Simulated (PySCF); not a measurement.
# Working out the ionisation energy of O

O [He] 2s2 2p4 (3P) → O⁺ [He] 2s2 2p3 (4S). Computed with PySCF 2.14 in def2-QZVPPD (8s5p4d2f1g, 66 functions), with the non-relativistic Hamiltonian (point nucleus). Frozen: 1s2. Energies in hartree (1 hartree = 27.21139 eV):

| part | O (lower) | O⁺ (upper) |
| --- | --- | --- |
| UHF | -74.818700 | -74.376846 |
| CCSD correlation | -0.171928 | -0.119888 |
| (T) | -0.003751 | -0.001932 |

Q: What does Hartree-Fock give?

A: (-74.376846) − (-74.818700) = 0.441854 hartree = 12.023 eV.

Q: What do CCSD and CCSD(T) give?

A: The CCSD correlation energies differ by 0.052040 hartree = 1.416 eV and the triples by 0.001819 hartree = 0.049 eV, so CCSD gives 13.439 eV and CCSD(T) 13.488 eV.

Measured between the centres of the two terms (NIST): 13.608 eV, so CCSD(T) (valence) is off by -0.120 eV.

What remains against the reference includes basis incompleteness, the frozen core and higher excitations.
